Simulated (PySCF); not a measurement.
Compound: 2,3-dimethyl-2-butene, C6H12.
SMILES with atom numbers: `[CH3:1][C:2]([CH3:3])=[C:4]([CH3:5])[CH3:6]` (hydrogens: H7, H8, H9 on C1; H10, H11, H12 on C3; H13, H14, H15 on C5; H16, H17, H18 on C6)

Geometry (GFN2-xTB, Å), atoms numbered from 1 in this order:
```xyz
18
C6H12 angstrom
C      1.370   -1.314   -0.235
C      0.663    0.007   -0.080
C      1.582    1.195   -0.112
C     -0.659    0.065    0.079
C     -1.462    1.329    0.196
C     -1.490   -1.190    0.148
H      2.375   -1.164   -0.619
H      0.835   -1.972   -0.916
H      1.447   -1.823    0.727
H      2.477    0.977    0.469
H      1.125    2.089    0.300
H      1.892    1.407   -1.136
H     -2.305    1.288   -0.494
H     -0.883    2.217   -0.032
H     -1.864    1.427    1.205
H     -2.487   -0.964    0.518
H     -1.589   -1.644   -0.839
H     -1.036   -1.926    0.809
```

PySCF, density fitting, gas phase, GFN2-xTB geometry. The standard run uses grid level 2 after a coarse-grid start, the def2-universal JK fitting basis (with tight functions added where the orbital basis needs them), an energy threshold of 1e-9 Eh and DIIS. The changed runs have no coarse-grid stage.

Task: Standard PBE0/pcSseg-1: E = -235.522297 Eh, HOMO -6.250 eV, LUMO 1.006 eV, dipole 0.058 D, 12 cycles (coarse-grid cycles included). What changes at PBE0/pcSseg-1 with: grid level 4, level shift 0.2 Eh?

Result: E = -235.522308 Eh (-0.011 mEh), HOMO -6.250 eV (0.000), LUMO 1.006 eV (0.000), dipole 0.058 D (0.000), 9 SCF cycles. The result matches the standard run within 0.02 mEh and 0.003 eV.

The cycles:
```
cycle   1  E = -235.4989057558  dE =  4.496e-01  |g| = 2.720e-01  |ddm| = 3.621e+00
cycle   2  E = -235.5168867265  dE = -1.798e-02  |g| = 1.440e-01  |ddm| = 4.326e-01
cycle   3  E = -235.5222409724  dE = -5.354e-03  |g| = 1.172e-02  |ddm| = 1.274e-01
cycle   4  E = -235.5223016480  dE = -6.068e-05  |g| = 4.159e-03  |ddm| = 3.161e-02
cycle   5  E = -235.5223070320  dE = -5.384e-06  |g| = 1.472e-03  |ddm| = 9.059e-03
cycle   6  E = -235.5223077431  dE = -7.110e-07  |g| = 2.825e-04  |ddm| = 2.953e-03
cycle   7  E = -235.5223077833  dE = -4.019e-08  |g| = 8.049e-05  |ddm| = 9.400e-04
cycle   8  E = -235.5223077871  dE = -3.852e-09  |g| = 3.148e-05  |ddm| = 2.932e-04
cycle   9  E = -235.5223077876  dE = -4.718e-10  |g| = 1.194e-05  |ddm| = 9.783e-05
```
